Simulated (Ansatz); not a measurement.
Input file for C3H6FN, SMILES `C/C(F)=C/N`:

```yaml
crystal:
  periodic: [false, false, false]
  atoms:
    - {symbol: C, position_ang: [0.689904, 1.162660, 1.073301]}
    - {symbol: C, position_ang: [0.429044, 0.033330, 0.158693]}
    - {symbol: F, position_ang: [1.544077, -0.688284, -0.141694]}
    - {symbol: C, position_ang: [-0.724557, -0.359300, -0.370359]}
    - {symbol: N, position_ang: [-0.905141, -1.501513, -1.141003]}
    - {symbol: H, position_ang: [-0.233220, 1.710362, 1.265649]}
    - {symbol: H, position_ang: [1.421142, 1.855370, 0.645020]}
    - {symbol: H, position_ang: [1.089044, 0.813733, 2.031253]}
    - {symbol: H, position_ang: [-1.617093, 0.205476, -0.132336]}
    - {symbol: H, position_ang: [-1.585718, -1.398700, -1.877025]}
    - {symbol: H, position_ang: [-0.042084, -1.890036, -1.490899]}
basis:
  gaussian: {orbitals: def2-TZVPP}
correlation: {method: ccsd_t}
```

```sh
$ ansatz run in.yaml --threads 4 --pin off --events-out ev --progress --plain --max-ram 10444MiB
```

The program prints (abridged):

```
Functional definition: HF
1438 factors; integrals over basis functions are off by at most 8.8e-4 eV
mean field evaluation 1: about -7372.5914 eV, gradient 3.8e1 eV
mean field evaluation 2: about -7372.8383 eV, gradient 3.8e1 eV
mean field evaluation 4: about -7376.2209 eV, gradient 4.3e0 eV
mean field evaluation 8: about -7376.2800 eV, gradient 2.6e-1 eV
mean field -7376.28042630 eV, -271.0733058442 hartree, gradient 6.8e-6 eV, S^2 0.000000; 0 other end points of the search recorded, 0 dependent functions left out
5 core orbitals not correlated: weight in the atoms' cores, before any rotation towards them, 1.000 or more for the frozen orbitals, at most 0.000 for the correlated occupied ones
reference -7376.28042630 eV, -271.0733058442 hartree; 15, 15 occupied and 219, 219 virtual orbitals, 1438 factors
second order -26.00877518 eV of doubles, -0.00000000 eV of singles
cycle   1  -26.16650280 eV  change   -1.6e-1 eV  update   1.0e-1
cycle   2  -26.73528305 eV  change   -5.7e-1 eV  update   3.2e-2
cycle   3  -26.87897437 eV  change   -1.4e-1 eV  update   1.6e-2
cycle   4  -26.86933995 eV  change    9.6e-3 eV  update   3.9e-3
cycle   5  -26.86802973 eV  change    1.3e-3 eV  update   1.7e-3
cycle   6  -26.86885105 eV  change   -8.2e-4 eV  update   4.6e-4
cycle   7  -26.86860712 eV  change    2.4e-4 eV  update   1.7e-4
cycle   8  -26.86851106 eV  change    9.6e-5 eV  update   6.4e-5
cycle   9  -26.86851956 eV  change   -8.5e-6 eV  update   2.4e-5
perturbative correction -1.05874666 eV, -0.0389082220 hartree
Total energy: -7404.20769252 eV, -272.0996139478 hartree
```

Hardware: 4 threads of an Intel Xeon Platinum 8259CL on a shared host. Wall time 80 s, peak host memory 4.9 GiB.

MP2 recovers 93.1 % of the CCSD(T) correlation energy and the triples give 3.8 %; T1 = 0.0115.
